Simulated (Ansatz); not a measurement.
Elements on the sites of an ideal bcc lattice, at a guessed lattice constant:

```yaml
crystal:
  lattice:
    - [-4.96387, 4.96387, -1.65462]
    - [-4.96387, -1.65462, 4.96387]
    - [1.65462, 4.96387, 4.96387]
  atoms:
    - { symbol: Al, position: [0.00000, 0.00000, 0.00000] }
    - { symbol: Al, position: [0.60000, 0.10000, 0.10000] }
    - { symbol: Ta, position: [0.50000, 0.50000, 0.00000] }
    - { symbol: Ta, position: [0.10000, 0.60000, 0.10000] }
    - { symbol: Ta, position: [0.20000, 0.20000, 0.20000] }
    - { symbol: Ta, position: [0.70000, 0.70000, 0.20000] }
    - { symbol: Ta, position: [0.80000, 0.30000, 0.30000] }
    - { symbol: Ta, position: [0.30000, 0.80000, 0.30000] }
    - { symbol: Ta, position: [0.40000, 0.40000, 0.40000] }
    - { symbol: Ta, position: [0.50000, 0.00000, 0.50000] }
    - { symbol: Ta, position: [0.00000, 0.50000, 0.50000] }
    - { symbol: Ta, position: [0.10000, 0.10000, 0.60000] }
    - { symbol: Ta, position: [0.90000, 0.90000, 0.40000] }
    - { symbol: Ta, position: [0.60000, 0.60000, 0.60000] }
    - { symbol: Ta, position: [0.70000, 0.20000, 0.70000] }
    - { symbol: Ta, position: [0.20000, 0.70000, 0.70000] }
    - { symbol: Ta, position: [0.30000, 0.30000, 0.80000] }
    - { symbol: Ta, position: [0.80000, 0.80000, 0.80000] }
    - { symbol: Ta, position: [0.90000, 0.40000, 0.90000] }
    - { symbol: Ta, position: [0.40000, 0.90000, 0.90000] }
```

Cell and atoms were relaxed without symmetry on coarser meshes and computed once more. These are results of DFT PBE, scalar-relativistic, plane waves, PAW (Ansatz 0.2.0), not measurements.

Plane waves to 420 eV, a k mesh through Γ of 5×5×5 on the computed 20-atom cell and Gaussian smearing (0.10 eV); no spin polarisation.

The relaxation ran on 2×2×2 (shifted) and then 3×3×3 k points with a smearing of 0.1 eV, from sites shaken by 0.02 Å.

Q: What does the relaxation give?

A: A volume of 18.07 Å³/atom and no gap on the mesh. It lies 0.03 eV/atom below the elements' standard states (static lattices, no corrections for gases). The atoms leave their sites by 0.03 Å (root mean square) and 0.04 Å at most, and the cell stretches by up to 0.2 % at fixed volume.

```
CELL_PARAMETERS angstrom
-4.95805 4.95809 -1.66483
-4.95323 -1.65964 4.95888
1.65966 4.95332 4.95893
ATOMIC_POSITIONS crystal
Al 0.00645 0.99865 0.99748
Al 0.59395 0.10153 0.10036
Ta 0.50174 0.50100 0.99689
Ta 0.09866 0.59917 0.10096
Ta 0.19505 0.20304 0.20187
Ta 0.69966 0.69838 0.19673
Ta 0.80086 0.30084 0.29967
Ta 0.30020 0.80345 0.29556
Ta 0.40019 0.40016 0.39900
Ta 0.50174 0.99805 0.49983
Ta 0.99867 0.49930 0.49813
Ta 0.09866 0.10214 0.59800
Ta 0.90075 0.90228 0.40063
Ta 0.60172 0.60088 0.59971
Ta 0.69965 0.19790 0.69721
Ta 0.20020 0.70002 0.69885
Ta 0.30019 0.29673 0.80228
Ta 0.79953 0.79933 0.79817
Ta 0.90074 0.40180 0.90111
Ta 0.40535 0.89714 0.89597
```

The final mesh leaves forces up to 0.11 eV/Å and stresses up to 0.3 GPa: the relaxation ran on a coarser mesh, so the cell's shape, its bonds and its energy belong partly to that mesh.

Spin-orbit coupling is left out, which matters for the bands of heavy elements.

Cost: 2 runs of about 9.7 core-minutes in all (earlier runs that led there not counted), on Intel Xeon Platinum 8259CL (Skylake/Cascade Lake) (shared hosts).